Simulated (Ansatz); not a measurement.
Cost and result up the ladder for BH2(vinyl) (C₂H₅B) (8 atoms). The state is a singlet with charge 0. Geometry: r2SCAN-D4/def2-TZVP.

Cartesian coordinates in Å:
```
B 0.4946 -0.5251 -1.0675
H 1.4005 -1.2050 -1.4506
H -0.3110 -0.1200 -1.8556
C 0.3324 -0.1530 0.4133
C -0.6909 0.6146 0.8220
H 1.0368 -0.4965 1.1703
H -1.4221 0.9843 0.1077
H -0.8402 0.9007 1.8605
```

Ansatz on 4 threads of Arm Neoverse V1 on a shared host. Times are rough, and most runs start from the orbitals of an earlier one. ωB97M-V/def2-TZVP serves as the yardstick here, not as an exact answer. Differences are given only for rows in sets of like size (and for xTB, whose basis is part of the method), since another set adds its own error. Binding counts from free atoms at the same level (B doublet, H doublet, C triplet; other spins of the atoms weren't run), without zero-point energy or a counterpoise term.

B3LYP takes the VWN-RPA correlation. HSE06 is defined as in plane-wave codes, on full-range PBE exchange. Correlated methods freeze 3 core orbitals.

Run but left out: HF/def2-TZVP (restricted singlet, unstable towards broken spin symmetry); HF/6-31G (restricted singlet, unstable in another Hartree–Fock run and untested here).

Correlated methods converge slowly with the basis.

```csv
level,functions,wall time
PBE-D4/def2-SVP,67,0.4 s
PBE0-D4/def2-SVP,67,0.4 s
MP2/def2-TZVP,123,0.5 s
PBE-D4/def2-TZVP,123,0.6 s
revPBE-D4/def2-TZVP,123,0.65 s
B3LYP-D4/6-31G,37,0.7 s
HSE06-D4/def2-TZVP,123,0.85 s
CAM-B3LYP-D4/def2-TZVP,123,0.85 s
PBE-D4/def2-TZVPD,156,0.95 s
PBE0-D4/def2-TZVP,123,1 s
PBE0-D4/def2-TZVPD,156,1.6 s
ωB97M-V/def2-TZVP,123,2.4 s
CCSD(T)/def2-TZVPD,156,11 s
CCSD(T)/def2-TZVPP,163,11 s
```

Problem. Estimate what each level gives for the binding energy per atom (eV).

Solution. 
```tsv
level	binding energy per atom (eV)	difference from ωB97M-V/def2-TZVP (eV)	remarks
PBE-D4/def2-SVP	4.10	–	–
PBE0-D4/def2-SVP	4.06	–	–
MP2/def2-TZVP	3.91	-0.10	restricted SCF unstable
PBE-D4/def2-TZVP	4.07	0.06	–
revPBE-D4/def2-TZVP	3.99	-0.02	–
B3LYP-D4/6-31G	3.99	–	–
HSE06-D4/def2-TZVP	4.03	0.02	–
CAM-B3LYP-D4/def2-TZVP	4.03	0.02	–
PBE-D4/def2-TZVPD	4.07	0.06	–
PBE0-D4/def2-TZVP	4.03	0.01	–
PBE0-D4/def2-TZVPD	4.03	0.01	–
ωB97M-V/def2-TZVP	4.01	0.00	–
CCSD(T)/def2-TZVPD	3.88	-0.14	restricted SCF unstable
CCSD(T)/def2-TZVPP	3.91	-0.10	restricted SCF unstable
```
